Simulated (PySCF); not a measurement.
Point-charge models of `CC(C)N(C)C` against its computed dipole.

Coordinates (PBE0-D3(BJ)/def2-SVP, Å) and charges (e) from the PBE0/pcSseg-1 density (PySCF):

```tsv
atom	x	y	z	Mulliken	IAO	Hirshfeld	ESP-fitted
C1	1.061	1.236	0.450	-0.2433	-0.4301	-0.1254	-0.5346
C2	0.782	-0.175	-0.075	-0.1716	+0.0082	+0.0244	+0.4894
C3	1.214	-0.319	-1.529	-0.2146	-0.4117	-0.1210	-0.6297
N4	-0.588	-0.636	0.118	-0.5862	-0.2509	-0.0951	-0.2996
C5	-0.910	-0.977	1.477	-0.0883	-0.2936	-0.0720	-0.4412
C6	-1.615	0.158	-0.505	-0.0981	-0.2974	-0.0725	-0.3149
H7	2.136	1.467	0.396	+0.1123	+0.1370	+0.0395	+0.1237
H8	0.530	1.998	-0.143	+0.1093	+0.1302	+0.0343	+0.1415
H9	0.750	1.349	1.500	+0.1166	+0.1332	+0.0346	+0.1328
H10	1.402	-0.875	0.513	+0.1107	+0.1270	+0.0356	+0.0325
H11	0.700	0.402	-2.184	+0.1053	+0.1265	+0.0349	+0.1772
H12	0.994	-1.332	-1.894	+0.1215	+0.1443	+0.0378	+0.1415
H13	2.294	-0.134	-1.629	+0.1135	+0.1360	+0.0404	+0.1533
H14	-0.152	-1.663	1.886	+0.1119	+0.1370	+0.0407	+0.1425
H15	-1.882	-1.495	1.512	+0.1134	+0.1384	+0.0406	+0.1772
H16	-0.982	-0.104	2.167	+0.0763	+0.0934	+0.0208	+0.1336
H17	-1.375	0.346	-1.562	+0.1156	+0.1372	+0.0407	+0.1245
H18	-1.790	1.143	-0.017	+0.0807	+0.0961	+0.0215	+0.1043
H19	-2.571	-0.390	-0.481	+0.1151	+0.1392	+0.0405	+0.1461
```

Compute μ = Σ q r for each scheme (1 e·Å = 4.803 D) and compare with the dipole of the full density.

The full density gives (0.11, 0.41, 0.26) D, 0.50 D in size; dipole vectors point from the negative to the positive end.

| scheme | μx | μy | μz | size (D) | share of the full size (%) | angle to the full dipole (°) |
| --- | --- | --- | --- | --- | --- | --- |
| Mulliken | 0.10 | 1.32 | 0.04 | 1.32 | 266 | 32 |
| IAO | 0.18 | 0.13 | 0.19 | 0.29 | 58 | 33 |
| Hirshfeld | 0.04 | -0.04 | 0.06 | 0.09 | 17 | 85 |
| ESP-fitted | 0.09 | 0.44 | 0.27 | 0.53 | 107 | 3 |

Which set comes closest?

Length of the difference vector: ESP-fitted 0.05 D, IAO 0.30 D, Hirshfeld 0.50 D, Mulliken 0.93 D. Closest: ESP-fitted. ESP charges are fitted to the potential around the molecule, whose slowest-falling term is the dipole's. The schemes that divide the density aren't constrained to reproduce the dipole.

What is left for the Hirshfeld atoms' own dipoles?

The shares of the density sum to the whole, so what Σ q r misses lies in dipoles about the nuclei. The atomic dipoles sum to (0.11, 0.41, 0.26) − (0.04, -0.04, 0.06) = (0.07, 0.45, 0.20) D, 0.50 D in size.

With the origin at the mean of the coordinates, (0.000, 0.000, 0.000) Å, which are the largest single terms, by size, of the Hirshfeld dipole along the direction of the full one?

C1 -0.90, C3 +0.46, H7 +0.36, H9 +0.34, H12 -0.34 D; all 19 atoms together +0.01 D. The single terms depend on the origin, their sum doesn't.

Give the size of the full dipole in other units.

0.50 D = 0.195 au = 0.103 e·Å = 1.66 × 10⁻³⁰ C·m.

The structure is a single PBE0-D3(BJ)/def2-SVP conformer in the gas phase; no vibrational or solvent corrections.

Conformer computed: `[CH3:1][CH:2]([CH3:3])[N:4]([CH3:5])[CH3:6]`: C1–C2–N4–C5 -73°.
